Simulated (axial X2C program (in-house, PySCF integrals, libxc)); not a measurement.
# Worked dissociation energy of LiNa⁺: B97-3, two-component

Calculated with an axial X2C code built on PySCF integrals. Two-component (2c) means X2C with spin–orbit coupling and atomic mean-field two-electron Coulomb and Gaunt terms. Basis: Na dyall-cv3z [9s8p5d2f], Li dyall-cv3z [7s8p2d] (cores contracted in-house); Gaussian nuclei, density fitting, unrestricted open shells. Masses: Na 22.990 u, Li 7.016 u.

Molecular state: Ω = 1/2 (⟨Sz⟩ = 0.50, ⟨Lz⟩ = 0.00 at B97-3).

| Item | Value |
| --- | --- |
| E(Na+) (2M_J = 0) | -162.269891 hartree |
| E(Li) (2M_J = 1) | -7.487641 hartree |
| E(LiNa⁺) at Re | -169.790669 hartree |
| ωe | 180.0 cm⁻¹ |
| ωexe | 1.19 cm⁻¹ |

Task: Work out De and D0.

Result: De = -162.269891 + (-7.487641) − (-169.790669) = 0.03314 hartree = 0.902 eV. The zero-point energy is ωe/2 − ωexe/4 = 90 cm⁻¹ = 0.011 eV, so D0 = 0.891 eV.

The state is a single determinant with fixed occupations, the lowest that a limited PBE0 search found. De is counted from the lowest determinant-based energies of the atoms at the same level, without counterpoise correction. Density functionals use the spin component along the axis (collinear).

Each atomic determinant is the lowest at this level and need not be a pure J level. Totals compare only within one Hamiltonian and basis.
